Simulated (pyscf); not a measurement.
Optimised with ωB97X-D3(BJ)/def2-SVP in PySCF.

Task: Estimate the classical barrier height and the reaction energy of HO–SiH(OH)–F + HF → HO–Si(OH)(F)–F + H₂ at ωB97M-D3(BJ)/def2-TZVP. The step runs on the singlet surface, breaks H–Si, F–H and forms F–Si, H–H; take the separated reactants as zero.

Result: ΔE‡ = 24.5 kcal/mol, ΔE = -32.5 kcal/mol. Zero-point energy shifts the barrier by +0.9 kcal/mol. It is a four-centre exchange, with an imaginary mode of 1036i cm⁻¹. On the reactant side the descent ends in a complex (not fully relaxed), 5.9 kcal/mol under the separated species and 30.9 kcal/mol under the saddle at ωB97X-D3(BJ)/def2-TZVP. This is the saddle that the search found; another between the same sides may lie lower.
